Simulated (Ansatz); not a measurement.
How well does each level of theory give the band gap of rock-salt NaF?

Reference value: 11.7 eV (measured, temperature not stated, no zero-point or thermal correction, our sources range from 11.50 to 11.70; as tabulated in Koller et al. (2013), arXiv:1304.4470).

Which of these levels comes closest to the reference?
A) G0W0@HSE06 (Ansatz (a program for electronic structure))
B) BLYP (Ansatz)
C) RPBE (Ansatz)
D) PBE (Ansatz)

A, G0W0@HSE06 (Ansatz)

| level (code) | value (eV) | difference (eV) |
|---|---|---|
| BLYP (Ansatz) | 6.39 (direct) | -5.31 |
| PBE (Ansatz) | 6.32 (direct) | -5.38 |
| RPBE (Ansatz) | 6.64 (direct) | -5.06 |
| G0W0@HSE06 (Ansatz) | 12.17 (direct) | +0.47 |

Of the ranked levels G0W0@HSE06 (+0.47 eV) comes nearest. Farthest off among them: PBE (-5.38 eV).

Semilocal Kohn–Sham gaps run low as a rule, and all computed gaps are for a static lattice, while measured ones hold electron–phonon shifts unless said otherwise.  G0W0@HSE06: GW on a hybrid start was not checked against another program. Values are at the measured cell. Ansatz's density-functional and Hartree–Fock values are scalar-relativistic unless marked +SOC, with PAW data made under PBE.

Differences are worked out from the printed values.
